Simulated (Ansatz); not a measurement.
System (SMILES): C[S] (CH3-S), doublet.
Atoms: C1, S2, H3, H4, H5. Bonds: C1-S2, C1-H3, C1-H4, C1-H5.

Basis-set convergence of the optimised C1-S2 bond length at PBE with Ansatz (a quantum-chemistry and plane-wave program). Cartesian d functions, on some or all atoms, in 6-31G*, 6-31+G*, 6-31G**, 6-311G**, 6-311+G**; all else is spherical. The program fits the integrals of some runs and decomposes those of others, by size. Open shells are unrestricted. No added dispersion term, no relativity. Reference: the value in pcseg-3, 1.7911 Å, itself unsure by roughly 0.0003 Å (its mean distance from def2-QZVPP, cc-pV(Q+d)Z). Deviations are taken from unrounded values.

```
basis              functions  optimised C1-S2 bond length (Å)  minus reference (Å)
-----------------  ---------  -------------------------------  -------------------
STO-3G                    17                           1.8100               0.0189
3-21G                     28                           1.8804               0.0894
6-31G                     28                           1.8715               0.0804
6-31G*                    40                           1.8066               0.0156
6-31+G*                   48                           1.8070               0.0159
6-31G**                   49                           1.8056               0.0145
6-311G**                  63                           1.8039               0.0128
6-311+G**                 71                           1.8034               0.0123
6-311++G(2d,2p)           92                           1.8001               0.0090
6-311++G(3df,3pd)        140                           1.7918               0.0007
```

Of the sets listed that have larger relatives (same family, alike in diffuse functions), none stays within 0.003 Å of the reference together with them. Inside, with no larger relative to test it: 6-311++G(3df,3pd).
